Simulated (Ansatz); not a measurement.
Consider the atomization: `O=COC=O` → 2 C• + 2 H• + 3 O•.

Gas-phase electronic energies from Ansatz, PBE0-D4/def2-TZVP geometries. CCSD(T)/CBS adds triple-zeta CCSD(T) − MP2 to the extrapolated MP2 energy (def2 sets, frozen cores). This one scheme is used for every species, atoms too. Functionals use def2-TZVPP. B3LYP here is the variant with VWN-RPA as its local correlation; programs differ in this. Open shells (•) are unrestricted, without spin–orbit coupling. Spin–orbit coupling would lower the free atoms: a little for C, O. Each species was taken in one conformer, which may not be the lowest.

| level | ΔE (eV) |
| --- | --- |
| B3LYP-D4 | 32.74 |
| r2SCANh-D4 | 32.55 |
| BHLYP-D4 | 30.65 |
| HF/def2-SVP | 21.79 |
| HF/def2-TZVPP | 21.29 |
| MP2/def2-TZVPP | 33.22 |
| HF/def2-QZVPP | 21.34 |
| MP2/def2-QZVPP | 33.80 |

Problem. What does CCSD(T)/CBS give? (Estimate.)

Solution. Computed: +32.72 eV. The listed levels differ from it by 0.02, -0.17, -2.07, -10.93, -11.43, 0.50, -11.38, 1.08 eV.

Largest T1 diagnostic among the species: 0.017.

The D4 term adds +0.18 eV with B3LYP and +0.09 eV with PBE0; it sums over pairs of atoms, weighted by their polarisabilities, and B3LYP, whose exchange is more repulsive, gets the larger term. Leaving LDA and LC-ωPBE aside and taking each functional with its dispersion term where it has one, the values, not all of them listed here, spread over 3.93 eV, from BHLYP-D4 to PBE-D4. LDA lies +5.10 eV from PBE without D4, its usual overbinding. At CCSD(T), def2-SVP lies −1.56 eV from the extrapolated value and def2-TZVPP −0.99 eV: correlation converges slowly with the basis, and small sets miss more of it in the bonded molecule than in its fragments.

For atomizations the MP2-based limit and the directly extrapolated one differ by several kJ/mol either way, and by 10 to 25 for some Ge, Se and Sn compounds, so smaller differences from it don't rank the levels.
